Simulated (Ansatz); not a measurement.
Changing the shape of CH₂N, doublet

Calculated in Ansatz's Gaussian-basis code; BCCD by scripts on PySCF. Settings: cc-pVTZ; 2 core orbitals frozen; no relativity. Single-reference values can break down or jump between states where bonds are stretched.

Case A:

```xyz
4

C     0.0000    0.0000    0.0217
N     0.0000    0.0000   -1.2159
H     0.0000    0.9355    0.5971
H     0.0000   -0.9355    0.5971
```

Case B:

| atom | x (Å) | y (Å) | z (Å) |
| --- | --- | --- | --- |
| C | -1.7725 | -0.6078 | 0.0000 |
| N | -1.7725 | 0.5628 | 0.0000 |
| H | 1.7725 | -0.0225 | 0.3714 |
| H | 1.7725 | -0.0225 | -0.3714 |

Case C:

| atom | x (Å) | y (Å) | z (Å) |
| --- | --- | --- | --- |
| C | 0.0000 | 0.0000 | 0.0086 |
| N | 0.0000 | 0.0000 | -1.2290 |
| H | 0.0000 | 0.9781 | 0.6102 |
| H | 0.0000 | -0.9781 | 0.6102 |

Energy less that of case A, in eV:

| case | RBCCD(T) | UBCCD(T) |
| --- | --- | --- |
| B | +2.258 | +2.260 |
| C | +0.077 | +0.077 |

(1) What does UCCSD(T) give for these differences?

(2) Which case is lowest, and do the methods agree?

Answers

(1) B: +2.300 eV (53.0 kcal/mol); C: +0.078 eV (1.8 kcal/mol).

(2) A is lowest in UCCSD(T). Of the methods shown, RBCCD(T), UBCCD(T) agree.
